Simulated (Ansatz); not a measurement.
Ansatz (an electronic-structure program) input file for dimethylamine (C2H7N), SMILES CNC, B3LYP-D3(BJ)/def2-TZVP. 

Ansatz 0.2 input:
```yaml
crystal:
  periodic: [false, false, false]
  atoms:
    - {symbol: C, position_ang: [0.02062474, 0.22346303, 1.20481977]}
    - {symbol: N, position_ang: [-0.15034685, -0.56126024, -0.00000000]}
    - {symbol: C, position_ang: [0.02062474, 0.22346303, -1.20481977]}
    - {symbol: H, position_ang: [1.00039919, 0.72261960, 1.26988982]}
    - {symbol: H, position_ang: [-0.75409311, 0.99034721, 1.23191655]}
    - {symbol: H, position_ang: [-0.10077508, -0.42412328, 2.07123284]}
    - {symbol: H, position_ang: [0.51386907, -1.33042174, 0.00000000]}
    - {symbol: H, position_ang: [1.00039919, 0.72261961, -1.26988982]}
    - {symbol: H, position_ang: [-0.10077509, -0.42412327, -2.07123284]}
    - {symbol: H, position_ang: [-0.75409311, 0.99034721, -1.23191655]}
basis:
  gaussian:
    orbitals: def2-TZVP
hamiltonian:
  xc: b3lyp
  dispersion: d3bj
relax: {f_tol: 0.002, max_steps: 200}
```

Program output:

```
Functional definition: B3LYP
integrals: 0.04 GiB planned
823 factors; their error is unknown
mean field: 0.43 GiB planned
mean field evaluation 1: about -3670.1292 eV, gradient 6.5e1 eV
mean field evaluation 2: about -3660.0440 eV, gradient 9.1e1 eV
mean field evaluation 4: about -3679.5268 eV, gradient 5.3e0 eV
mean field evaluation 8: about -3679.5574 eV, gradient 3.8e-2 eV
mean field evaluation 16: about -3679.5574 eV, gradient 1.8e-5 eV
mean field -3679.55735970 eV, -135.2212388755 hartree, gradient 1.8e-5 eV, S^2 0.000000; 0 other end points of the search recorded, 0 dependent functions left out
the calculation of the forces begins
reference -3679.55760147 eV, -135.2212477605 hartree; 13, 13 occupied and 122, 122 virtual orbitals, 823 factors
relax step   1: F+E_penalty+E_count = -3679.79145257 eV  Δ(F+E_penalty+E_count) = +0.000e0 eV  max|allowed force component| = 3.095e-1 eV/Å  Δτ_max = 0.0000 Å  (27 SCF iters, accepted)
these checks for a lower state are left out or cut short: starts, cluster_reference, orbital_swaps, neighbouring_geometries, increment
integrals: 0.04 GiB planned
823 factors; their error is unknown
mean field: 0.43 GiB planned
mean field -3679.56556006 eV, -135.2215402329 hartree, gradient 1.0e-5 eV, S^2 0.000000; 0 other end points of the search recorded, 0 dependent functions left out
the calculation of the forces begins
reference -3679.56580250 eV, -135.2215491426 hartree; 13, 13 occupied and 122, 122 virtual orbitals, 823 factors
relax step   2: F+E_penalty+E_count = -3679.79865298 eV  Δ(F+E_penalty+E_count) = -7.200e-3 eV  max|allowed force component| = 9.108e-2 eV/Å  Δτ_max = 0.0236 Å  (31 SCF iters, accepted)
these checks for a lower state are left out or cut short: starts, cluster_reference, orbital_swaps, neighbouring_geometries, increment
integrals: 0.04 GiB planned
823 factors; their error is unknown
mean field: 0.43 GiB planned
mean field evaluation 32: about -3679.5665 eV, gradient 1.0e-5 eV
mean field -3679.56647412 eV, -135.2215738241 hartree, gradient 1.0e-5 eV, S^2 0.000000; 0 other end points of the search recorded, 0 dependent functions left out
the calculation of the forces begins
reference -3679.56671670 eV, -135.2215827389 hartree; 13, 13 occupied and 122, 122 virtual orbitals, 823 factors
relax step   3: F+E_penalty+E_count = -3679.79938146 eV  Δ(F+E_penalty+E_count) = -7.285e-4 eV  max|allowed force component| = 2.618e-2 eV/Å  Δτ_max = 0.0153 Å  (31 SCF iters, accepted)
these checks for a lower state are left out or cut short: starts, cluster_reference, orbital_swaps, neighbouring_geometries, increment
integrals: 0.04 GiB planned
823 factors; their error is unknown
mean field: 0.43 GiB planned
mean field -3679.56667605 eV, -135.2215812448 hartree, gradient 1.0e-5 eV, S^2 0.000000; 0 other end points of the search recorded, 0 dependent functions left out
the calculation of the forces begins
reference -3679.56691856 eV, -135.2215901570 hartree; 13, 13 occupied and 122, 122 virtual orbitals, 823 factors
relax step   4: F+E_penalty+E_count = -3679.79957543 eV  Δ(F+E_penalty+E_count) = -1.940e-4 eV  max|allowed force component| = 4.098e-2 eV/Å  Δτ_max = 0.0185 Å  (31 SCF iters, accepted)
these checks for a lower state are left out or cut short: starts, cluster_reference, orbital_swaps, neighbouring_geometries, increment
integrals: 0.04 GiB planned
823 factors; their error is unknown
mean field: 0.43 GiB planned
mean field -3679.56671239 eV, -135.2215825806 hartree, gradient 1.0e-5 eV, S^2 0.000000; 0 other end points of the search recorded, 0 dependent functions left out
the calculation of the forces begins
reference -3679.56695484 eV, -135.2215914901 hartree; 13, 13 occupied and 122, 122 virtual orbitals, 823 factors
relax step   5: F+E_penalty+E_count = -3679.79961581 eV  Δ(F+E_penalty+E_count) = -4.038e-5 eV  max|allowed force component| = 6.339e-3 eV/Å  Δτ_max = 0.0023 Å  (32 SCF iters, accepted)
these checks for a lower state are left out or cut short: starts, cluster_reference, orbital_swaps, neighbouring_geometries, increment
integrals: 0.04 GiB planned
823 factors; their error is unknown
mean field: 0.43 GiB planned
mean field -3679.56671240 eV, -135.2215825806 hartree, gradient 1.0e-5 eV, S^2 0.000000; 0 other end points of the search recorded, 0 dependent functions left out
the calculation of the forces begins
reference -3679.56695485 eV, -135.2215914908 hartree; 13, 13 occupied and 122, 122 virtual orbitals, 823 factors
relax step   6: F+E_penalty+E_count = -3679.79961861 eV  Δ(F+E_penalty+E_count) = -2.802e-6 eV  max|allowed force component| = 2.545e-4 eV/Å  Δτ_max = 0.0005 Å  (32 SCF iters, accepted)
integrals: 0.04 GiB planned
823 factors; their error is unknown
mean field: 0.43 GiB planned
mean field evaluation 64: about -3670.2391 eV, gradient 6.5e1 eV
mean field -3679.56671240 eV, -135.2215825806 hartree, gradient 1.0e-5 eV, S^2 0.000000; 1 other end points of the search recorded, 0 dependent functions left out
the calculation of the forces begins
reference -3679.56695485 eV, -135.2215914908 hartree; 13, 13 occupied and 122, 122 virtual orbitals, 823 factors
Total energy: -3679.79986107 eV, -135.2301506362 hartree
Atom 0 at     0.024225     0.221828     1.212133 Å, force     0.000189    -0.000254    -0.000106 eV/Å
Atom 1 at    -0.162578    -0.557918     0.000000 Å, force     0.000074    -0.000031    -0.000000 eV/Å
Atom 2 at     0.024225     0.221828    -1.212133 Å, force     0.000189    -0.000254     0.000106 eV/Å
Atom 3 at     0.996643     0.739399     1.264913 Å, force    -0.000101    -0.000017    -0.000012 eV/Å
Atom 4 at    -0.756504     0.983699     1.277146 Å, force    -0.000128     0.000231    -0.000117 eV/Å
Atom 5 at    -0.069112    -0.424613     2.085662 Å, force     0.000027    -0.000020     0.000069 eV/Å
Atom 6 at     0.467907    -1.349779    -0.000000 Å, force    -0.000049     0.000151    -0.000000 eV/Å
Atom 7 at     0.996643     0.739399    -1.264913 Å, force    -0.000101    -0.000017     0.000012 eV/Å
Atom 8 at    -0.069112    -0.424613    -2.085662 Å, force     0.000027    -0.000020    -0.000069 eV/Å
Atom 9 at    -0.756504     0.983699    -1.277146 Å, force    -0.000128     0.000231     0.000117 eV/Å
Dipole moment:     0.198099     0.017306     0.000000 e Å
```

The calculation finished and met its thresholds.

Cost: about 28 core-seconds (a rough figure).
